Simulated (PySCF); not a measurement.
# Spin–spin coupling constants

Geometry:
```tsv
atom	x (Å)	y (Å)	z (Å)
F1	1.706	0.041	1.076
C2	1.202	0.035	-0.197
C3	-0.216	0.526	-0.189
C4	-1.337	-0.403	-0.053
O5	-0.991	0.152	-1.304
H6	1.234	-0.989	-0.606
H7	1.831	0.682	-0.832
H8	-0.351	1.561	0.154
H9	-1.135	-1.476	0.067
H10	-2.279	-0.051	0.383
```

Couplings: B3LYP/pcJ-1 (spin–dipole term only in couplings to heteroatoms) in PySCF 2.14.0 with density-fitted response routines, geometry PBE0-D3(BJ)/def2-SVP; gas phase, one conformer, non-relativistic. Couplings are averaged over pairs made equivalent by symmetry, fast rotation or ring inversion, so a value needn't be that of the named pair in this geometry, while other rotamers aren't included; one pair stands for each set, and the list holds a selection of those of at least 0.8 Hz over up to four bonds, among pairs with at least one F or C or H atom (others weren't computed). One-bond C–F couplings come out tens of Hz too large with common functionals.

Isotopes: 19F, 13C, 1H, 17O. Couplings to quadrupolar nuclei such as 17O and 33S are rarely resolved in practice.

```tsv
pair	bonds	J (Hz)
F1, C2	1	-237.0
C2, C3	1	55.4
C2, H6	1	?
C2, H7	1	154.6
C3, C4	1	?
C3, O5	1	27.9
C3, H8	1	?
C4, O5	1	28.3
C4, H9	1	182.5
C4, H10	1	?
F1, C3	2	30.6
F1, H6	2	?
F1, H7	2	?
C2, O5	2	?
C3, H6	2	-4.4
C3, H7	2	-2.1
O5, H10	2	-6.4
C2, H9	3	2.3
C4, H6	3	4.0
C4, H7	3	8.5
O5, H6	3	?
H6, H8	3	10.6
H7, H8	3	3.7
H8, H9	3	1.6
H8, H10	3	3.4
F1, H10	4	3.3
```

Problem. Estimate the withheld couplings, with signs.

Solution. 
- 1J(C2,H6) = 155.2 Hz (bond length 1.103 Å, sp3 carbon)
- 1J(C3,C4) = 30.3 Hz (bond length 1.462 Å)
- 1J(C3,H8) = 181.5 Hz (bond length 1.099 Å, sp3 carbon)
- 1J(C4,H10) = 183.9 Hz (bond length 1.097 Å, sp3 carbon)
- 2J(F1,H6) = 52.3 Hz (angle at C2 110°)
- 2J(F1,H7) = 55.6 Hz (angle at C2 109°)
- 2J(C2,O5) = -4.1 Hz (angle at C3 115°)
- 3J(O5,H6) = -0.9 Hz (dihedral angle 39°)
